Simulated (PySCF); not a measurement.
Radiative rates from a computed spectrum

Species: C4H6O.
InChI=1S/C4H6O/c1-3-5-4-2/h1H,4H2,2H3

Computed with TDDFT CAM-B3LYP/def2-SVPD, vertical, gas phase, core orbitals frozen in the response in PySCF. The structure is a single PBE0-D3(BJ)/def2-SVP conformer in the gas phase; no vibrational or solvent corrections. Torsions of this conformer, `[CH:1]#[C:2][O:3][CH2:4][CH3:5]`: C2–O3–C4–C5 69°.

Computed singlets with f of 0.002 or more:

```
state  ν̃ (cm⁻¹)       f
   S2      53240   0.032
   S3      55980  0.0027
   S4      58220   0.033
   S5      59940   0.014
   S6      62050   0.013
```

Q: Turn these into Einstein A coefficients, radiative lifetimes, transition dipoles and integrated cross-sections.

A: A / s⁻¹ = 0.6670 f (ν̃ / cm⁻¹)² and τ = 1/A in vacuum; |μ| follows from f = (2/3) ΔE |μ|² (atomic units, 1 au = 2.5417 D); ∫σ dE = 109.76 f Mb·eV.

```
state  A (s⁻¹)       τ  |μ| (D)  ∫σ dE (Mb·eV)
   S2  6.0×10⁷   17 ns     1.13            3.5
   S3  5.7×10⁶  170 ns     0.32            0.3
   S4  7.4×10⁷   13 ns     1.10            3.6
   S5  3.4×10⁷   30 ns     0.70            1.5
   S6  3.3×10⁷   30 ns     0.66            1.4
```

Leading configurations: S2 H→L (62%); S3 H→L+6 (28%); S4 H-1→L (52%); S5 H-1→L+6 (46%); S6 H→L+1 (51%) (H = HOMO, L = LUMO).

Only emission to the ground state at the vertical energy is counted.

Q: How much energy does a mole of photons resonant with S4 carry?

A: 7.219 eV × 96.485 = 697 kJ/mol (166 kcal/mol).

Q: By what factor does the largest A in the list exceed the smallest?

A: S4 has 13 times the rate of S3.

Q: What is the integrated cross-section of all computed states together?

A: Σf = 0.095 over S1 to S6, so 109.76 × Σf ≈ 10.4 Mb·eV.
